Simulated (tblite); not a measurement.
Start geometry of `CC1=C[C@]1(C)F` from a force field or distance geometry (Å):
```
atom  x, y, z in Å
C1     1.9358   -0.1267   -0.0687
C2     0.6167    0.4839   -0.0395
C3    -0.2553    1.3954   -0.2599
C4    -0.6970    0.2474    0.4725
C5    -1.5828   -0.7748   -0.1471
F6    -0.8693    0.4243    1.8440
H7     2.3047   -0.2986    0.9399
H8     2.6479    0.5281   -0.5808
H9     1.9031   -1.0857   -0.5929
H10   -0.5335    2.3395   -0.6673
H11   -1.4257   -1.7537    0.3079
H12   -1.4128   -0.8812   -1.2302
H13   -2.6362   -0.4973    0.0044
```

What comes out of this run: tblite, GFN2-xTB geometry optimisation, gas phase?

```
atom  x, y, z in Å
C1     2.0187   -0.0927   -0.0787
C2     0.6603    0.4536   -0.0325
C3    -0.2108    1.4020   -0.2820
C4    -0.7269    0.2108    0.4342
C5    -1.6818   -0.8056   -0.1353
F6    -0.9549    0.3572    1.8113
H7     2.3792   -0.2609    0.9359
H8     2.6921    0.5914   -0.5909
H9     2.0158   -1.0527   -0.5950
H10   -0.4406    2.3669   -0.6620
H11   -1.5342   -1.7707    0.3467
H12   -1.5109   -0.9077   -1.2034
H13   -2.7103   -0.4911    0.0340
```

The energy falls by 22.0 kJ/mol over 39 L-BFGS steps, the largest force on an atom goes from 3.52 to 0.009 eV/Å, and the atoms move by 0.091 Å rms after alignment. The bond that changes most is C2–C4 (fully substituted alkene carbon to sp3 C–F carbon), which lengthens by 0.054 Å. Bonds longer at the end by more than 0.005 Å: 6 of 13; shorter: 3. Among the angles that change most is C5–C4–F6, from 115.1° to 109.8°. Rotational constants go from 5371, 2905, 2671 to 5515, 2684, 2516 MHz. The orientation of the end geometry is arbitrary; only internal coordinates are fixed.

Time: 0.48 s wall. Hardware: one thread of an Intel Xeon at 2.50 GHz, no GPU, shared host with 64 logical CPUs at a one-minute load of 57.

Its GFN2-xTB frequencies are all real (lowest 88 cm⁻¹).

The numbers are calculated, not measured.
